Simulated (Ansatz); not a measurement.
Ideal-gas functions of `N=C1CC1F` at 600 K and 1 bar, from an Ansatz frequency run at PBE0-D4/def2-TZVP.

Molar mass 73.07 g/mol, point group C1 (symmetry number 1), electronic degeneracy 1, moments of inertia 49.322, 119.0, 151.464 u Å². Harmonic wavenumbers (cm⁻¹, unscaled): 185, 347, 395, 520, 724, 795, 852, 995, 1022, 1054, 1093, 1123, 1191, 1277, 1363, 1414, 1893, 3126, 3162, 3214, 3449.

Use S(trans) = R[1.5 ln M + 2.5 ln T − 1.1517]; rotational temperatures θ = 24.2544 K / I; S(rot) = R[ln(√π/σ · √(T³/θAθBθC)) + 1.5]; for each mode x = 1.438777 ν̃/T, S = R[x/(eˣ − 1) − ln(1 − e⁻ˣ)] and H = RT x/(eˣ − 1); 1 cm⁻¹ = 0.0119627 kJ/mol; R = 8.31446 J/(mol·K).

Problem. By hand: the entropy, in J/(mol·K).

Solution. Translation 176.9. Rotation: θ = 0.4918, 0.2038, 0.1601 K, giving 114.2. Vibration, mode by mode: 15.14, 10.08, 9.07, 7.00, 4.70, 4.10, 3.68, 2.81, 2.67, 2.52, 2.34, 2.21, 1.94, 1.65, 1.40, 1.27, 0.50, 0.04, 0.04, 0.03, 0.02, in all 73.2. Electronic 0.0. Sum 364.3 J/(mol·K).

Problem. By hand: H − E and G − E in kJ/mol, counted from the electronic energy.

Solution. Zero-point energy ½ × 29194 × 0.0119627 = 174.6; thermal vibration 26.3; translation, rotation and pV give 4 RT = 20.0. H − E = 220.9 kJ/mol, and G − E = 220.9 − 600 × 364.3/1000 = 2.3 kJ/mol.

Vibration gives 20 % of the entropy. The sum counts one conformer and one mirror image; others add a mixing term.
